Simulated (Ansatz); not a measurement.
Frontier orbitals of C5H12, SMILES `CC(C)(C)C`.

Z-matrix (Å, degrees):
```
C
C 1 1.526
H 1 1.094 2 111.0
H 1 1.094 2 111.1 3 120.0
H 1 1.094 2 111.0 3 -120.0
C 2 1.526 1 109.5 3 -179.9
C 2 1.526 1 109.5 3 60.1
C 2 1.526 1 109.5 3 -59.9
H 6 1.094 2 111.0 1 60.1
H 6 1.094 2 111.0 1 -179.9
H 6 1.094 2 111.0 1 -59.9
H 7 1.094 2 111.0 1 -179.9
H 7 1.094 2 111.0 1 60.0
H 7 1.094 2 111.0 1 -59.9
H 8 1.094 2 111.0 1 -180.0
H 8 1.094 2 111.0 1 60.0
H 8 1.094 2 111.0 1 -60.0
```

Charge 0, multiplicity 1. The geometry is a stationary point of PBE0-D4/def2-TZVP. Basis def2-TZVPP, Ansatz 0.2.0.

A caution on the coupled-cluster cation, which keeps the state that its UHF reference found: it lies well above the hybrids' cation and may not be the lowest state.

Orbital energies of one run (eV). Highest occupied ones, from the top: -11.42, -11.42, -11.42, -12.64, -12.64, -12.64, -13.81, -13.81, -15.27, -15.27, -15.27, -17.73, -22.09, -22.09. Empty: 2.80, 4.50, 4.50, 4.50, 4.59, 4.59.

Q: Which functional gave them?
A. ωB97X-V
B. PBE
C. r2SCANh
D. r2SCAN0

A: A. HOMO energies: ωB97X-V -11.42, r2SCAN0 -9.17, r2SCANh -8.41, PBE -7.64 eV.
